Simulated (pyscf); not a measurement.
Optimised with ωB97X-D3(BJ)/def2-SVP in PySCF.

### Question
`[F][Ti]([F])([F])[F]` + `[OH][SiH3]` → `[FH]` + `[F][Ti]([F])([F])[O][SiH3]`
Surface: singlet. Broken: F–Ti, H–O. Formed: F–H, O–Ti. Give ΔE‡ and ΔE from PBE0-D3(BJ)/def2-TZVP, relative to the separated reactants.

### Answer
ΔE‡ = 0.20 eV, ΔE = +0.14 eV. ωB97M-D3(BJ)/def2-TZVP gives 0.28 eV and +0.18 eV. Zero-point energy shifts the barrier by -0.04 eV. It is a four-centre exchange, with an imaginary mode of 703i cm⁻¹. On the reactant side the descent ends in an adduct with a O–Ti contact (not fully relaxed), 0.63 eV under the separated species and 0.79 eV under the saddle at ωB97X-D3(BJ)/def2-TZVP. On the product side the descent ends in an adduct with a F–Ti contact, 0.22 eV under the separated species and 0.26 eV under the saddle at ωB97X-D3(BJ)/def2-TZVP. What is counted as formed (O–Ti) is already present as a longer contact in the reactant adduct; forming that adduct is a step of its own. What is counted as broken (F–Ti) persists as a longer contact in the product adduct; parting that adduct is a step of its own. At ωB97X-D3(BJ)/def2-TZVP the barrier from the zero used here is 0.16 eV. This is the saddle that the search found; another between the same sides may lie lower.
